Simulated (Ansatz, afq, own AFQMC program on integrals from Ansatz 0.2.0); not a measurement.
AFQMC on a folder of integrals that Ansatz 0.2.0 wrote.

```yaml
crystal:
  periodic: [false, false, false]
  atoms:
    - {symbol: Al, position_ang: [0.000000, 0.000000, 0.563780]}
    - {symbol: N, position_ang: [0.000000, 0.000000, -0.875220]}
    - {symbol: H, position_ang: [0.000000, 0.822256, -1.464715]}
    - {symbol: H, position_ang: [0.000000, -0.822256, -1.464715]}
basis:
  gaussian: {orbitals: cc-pVDZ}
magnetization: {spin_polarized: false}
correlation: {method: ccsd_t, electrons: outside_noble_gas, hamiltonian_folder: ham}
```

```sh
$ ansatz run in.yaml --threads 1 --pin off --events-out ev --progress --plain --max-ram 1382MiB
```

Options of the walk:

```
--method phaseless --trial hf --walkers 140 --populations 1 --least-time 40 --time-step 0.005 --steps-per-block 20 --equilibration-blocks 112 --max-blocks 600 --target-error 0.00114 --factor-cut 1e-05 --seed 2277 --taylor-order 6
```

Times are imaginary, in 1/Eh. The walk had a cap of 536 s.

afq prints:

```
orbitals 36  electrons 5 5  factors 284 of 404
reference energy -297.44011605 Eh
CCSD correlation -0.24375253 Eh in 9 cycles, weight of the determinant in the CISD state 0.8827
energy of the start -297.440116 Eh
 block  time / (1/Eh)  mean weight  energy / Eh
     1     0.100  1.0013  -297.503051
     2     0.200  1.0023  -297.544244
     3     0.300  1.0032  -297.575273
     4     0.400  1.0009  -297.600151
     5     0.500  1.0015  -297.616341
     8     0.800  0.9999  -297.663925
    18     1.800  0.9988  -297.674395
    69     6.900  1.0007  -297.702942
    86     8.600  1.0000  -297.726970
   120    12.000  1.0008  -297.685146
   171    17.100  1.0015  -297.714387
   222    22.200  1.0015  -297.687033
   273    27.300  1.0004  -297.688269
   290    29.000  0.9988  -297.656853
   324    32.400  1.0017  -297.690697
   375    37.500  0.9995  -297.707753
   426    42.600  1.0024  -297.703075
   477    47.700  1.0013  -297.682887
   528    52.800  1.0015  -297.676144
   579    57.900  0.9994  -297.691777
   630    63.000  1.0013  -297.674394
   681    68.100  0.9993  -297.688483
   698    69.800  1.0009  -297.696205
blocks merged  error / Eh  count
     1  0.000718  600
     2  0.000930  300
     4  0.001216  150
     8  0.001515  75
    16  0.001605  37
    32  0.001972  18
    64  0.002234  9
energy -297.690715 +/- 0.001972 Eh
(rows thinned)
```

The run passed its tests (sampling time, drift between the halves within three errors, error under three times the target), which doesn't prove that it has relaxed.

Against this walk (error 53.7 meV) on the same determinant: CCSD(T) 24.9 meV higher (within the noise), CCSDT(Q) 3.2 meV lower (within the noise), a separate phaseless walk with a CISD trial and standard settings 14.2 ± 54.8 meV higher (within the noise). The error is statistical and leaves out the bias of the constraint.

Cautions: constraint bias not in the error; error above the target (53.7 against 31.0 meV); restricted determinant unstable towards unrestricted (UHF 2 meV lower, ⟨S²⟩ 0.07).

The walk took 2.8 min on 1 thread of Arm Neoverse V2, with other jobs on the host. The log's last line is the phaseless energy.

CCSDT and higher add their correlation energy to the determinant of the CCSD(T) run, since their own runs factorise the integrals more tightly (a shift of under 2 meV). A walk keeps the symmetry of its determinant, which the program's search chose and which needn't be the lowest solution, so a lower state of the same spin and another symmetry isn't excluded.
